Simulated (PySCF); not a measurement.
Sulfur dicyanide, C2N2S.
Cartesian coordinates in Å at the PBE0-D3(BJ)/def2-SVP level; atoms count from 1:
```
atom  x, y, z in Å
N1    -2.3065    0.1147    0.1733
C2    -1.1843    0.2221    0.4476
S3     0.4146    0.4437    0.9793
C4     1.2467   -0.2280   -0.3413
N5     1.9044   -0.6630   -1.1921
```

All values: PBE0/pcSseg-1 and B3LYP/def2-SVPD (PySCF, non-relativistic), on one gas-phase PBE0-D3(BJ)/def2-SVP geometry that isn't relaxed in the solvent. The solvent is an IEF-PCM continuum (cavity from Bondi-type radii × 1.2). The model holds no explicit solvent molecules, cavitation or dispersion.

Gas phase at PBE0/pcSseg-1: HOMO -9.01 eV, LUMO -1.95 eV, dipole 2.91 D.

**Question.** What does the continuum do to the energy, the frontier levels and the dipole at PBE0/pcSseg-1 in chloroform and water?

**Answer.** 
```json
{"solvent": "chloroform", "ε": "4.711", "E(solvent) − E(gas) (kJ/mol)": "-18.12", "polarisation term (kJ/mol)": "-21.33", "distortion of the solute (kJ/mol)": "3.21", "HOMO (eV)": "-8.77", "LUMO (eV)": "-1.65", "dipole (D)": "3.58"}
{"solvent": "water", "ε": "78.36", "E(solvent) − E(gas) (kJ/mol)": "-26.15", "polarisation term (kJ/mol)": "-32.83", "distortion of the solute (kJ/mol)": "6.68", "HOMO (eV)": "-8.69", "LUMO (eV)": "-1.54", "dipole (D)": "3.87"}
```

The polarisation term is half the interaction of the solute with the surface charges that it induces; the rest is the cost of distorting the solute's density. The sum is the electrostatic part of solvation alone. From chloroform to water the lowering changes by a factor 1.44, Onsager's factor (ε − 1)/(2ε + 1) by 1.38 and ε itself by 16.6.

**Question.** Which radius a makes the point-dipole formula ΔE = −[(ε − 1)/(2ε + 1)]·μ²/a³ give the value in water, with the gas-phase dipole?

**Answer.** μ = 1.144 au and |ΔE| = 0.00996 Eh give a = 2.12 Å; the farthest nucleus lies 2.33 Å from the centroid of the nuclei, so such a sphere wouldn't even hold the nuclei. The formula assumes a rigid point dipole at the centre of a sphere.

**Question.** Which IAO charges (PBE0/pcSseg-1) respond most in chloroform (means over atoms taken as equivalent)?

**Answer.** 
```json
{"atoms": "N1/N5", "environment": "cyano nitrogen", "gas (e)": "-0.172", "solvent (e)": "-0.212", "change": "-0.040"}
{"atoms": "S3", "environment": "sulfur bonded to 2 C", "gas (e)": "+0.423", "solvent (e)": "+0.456", "change": "+0.033"}
{"atoms": "C2/C4", "environment": "cyano carbon", "gas (e)": "-0.039", "solvent (e)": "-0.016", "change": "+0.023"}
```

**Question.** How do the nuclear quadrupole coupling constants eQVzz/h respond in chloroform?

**Answer.** 
```tsv
nucleus	Q (barn)	gas (MHz)	solvent (MHz)	η gas	η solvent
14N at N1	0.02044	-4.54	-4.33	0.46	0.48
33S at S3	-0.06781	51.32	51.90	0.69	0.69
14N at N5	0.02044	-4.54	-4.33	0.46	0.48
```

Gas phase at B3LYP/def2-SVPD: HOMO -8.76 eV, LUMO -2.20 eV, dipole 3.04 D.

**Question.** What does the continuum do to the energy, the frontier levels and the dipole at B3LYP/def2-SVPD in chloroform and water?

**Answer.** 
```tsv
solvent	ε	E(solvent) − E(gas) (kJ/mol)	polarisation term (kJ/mol)	distortion of the solute (kJ/mol)	HOMO (eV)	LUMO (eV)	dipole (D)
chloroform	4.711	-19.01	-22.54	3.53	-8.53	-1.90	3.77
water	78.36	-27.49	-34.88	7.39	-8.44	-1.79	4.10
```

**Question.** How does the static polarisability (B3LYP/def2-SVPD, frozen core, with the continuum's full static response) change?

**Answer.** 
```tsv
medium	isotropic (au)	principal values (au)	⟨r²⟩ of the electrons (bohr²)
gas	50.6	33.7, 46.2, 71.8	495.8
chloroform	62.0	40.3, 56.6, 89.1	497.2
water	67.5	44.2, 61.7, 96.7	497.9
```

The isotropic value in water is 1.34 times the gas-phase one; no cavity-field correction is applied. ⟨r²⟩ is taken about the centre of nuclear charge.

Cost: about 9 s of CPU time on one thread; the machine was shared, so the figure is rough. This is the whole shielding run at PBE0/pcSseg-1 in water, SCF included.
